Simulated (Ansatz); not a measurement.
A calculation with Ansatz (development build ahead of 0.2.0).

```yaml
crystal:
  periodic: [false, false, false]
  atoms:
    - { symbol: H, position_ang: [1.14365, -0.16819, 1.01921] }
    - { symbol: C, position_ang: [0.80332, 0.0, -1.0e-05] }
    - { symbol: "N", position_ang: [-0.71233, 0.0, 1.0e-05] }
    - { symbol: H, position_ang: [1.14367, 0.96676, -0.36395] }
    - { symbol: H, position_ang: [1.14364, -0.7986, -0.65524] }
    - { symbol: H, position_ang: [-1.08822, -0.89243, 0.33598] }
    - { symbol: H, position_ang: [-1.08817, 0.73722, 0.60486] }
    - { symbol: H, position_ang: [-1.08819, 0.15524, -0.94087] }
basis:
  gaussian: { orbitals: cc-pVTZ }
total_charge: 1
hamiltonian:
  xc: hf
correlation:
  method: mp2
  frozen_orbitals: { C: 1, H: 0, "N": 1 }
```

The input is written out in the form of the current development build from the run's settings.

Results

* Converged: yes
* Reference energy: -95.61760 hartree
* Correlation energy: -0.39746 hartree
* Total energy: -96.01506 hartree
* Spin squared of the determinant: 0.000
* Stability test: minimum among restricted orbitals
